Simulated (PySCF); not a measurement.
PySCF input:

```python
from pyscf import gto, scf, dft

mol = gto.M(
    atom='''
    N     0.00263079    0.00150205    0.36900491
    C     0.00339631    1.38522928   -0.06543536
    C     1.19749666   -0.69632477   -0.06547556
    C    -1.20217131   -0.68963439   -0.04839455
    H    -0.00415039    1.48850833   -1.16610490
    H     0.89147566    1.89250279    0.31476132
    H    -0.87633860    1.89743154    0.32734475
    H     1.28282323   -0.75494226   -1.16614821
    H     1.19556909   -1.71431502    0.32727501
    H     2.08370014   -0.18578123    0.31472119
    H    -1.30348316   -0.74773152   -1.14773870
    H    -2.08001233   -0.17417261    0.34435879
    H    -1.20032911   -1.70763515    0.34432918
    ''',
    basis='def2-tzvpd',
    charge=0,
    spin=0,
    verbose=4,
)

mf = dft.RKS(mol, xc='m062x').density_fit(auxbasis='def2-universal-jkfit')
mf.grids.level = 4
mf.conv_tol = 1e-9
mf.max_cycle = 100
mf.max_memory = 1500
mf.kernel()
if not mf.converged:
    mf = mf.newton()
    mf.kernel(mf.make_rdm1())
mf.analyze()
```

Question: Which total energy does the run end on?

Answer: -174.44548 Eh (M06-2X/def2-TZVPD).
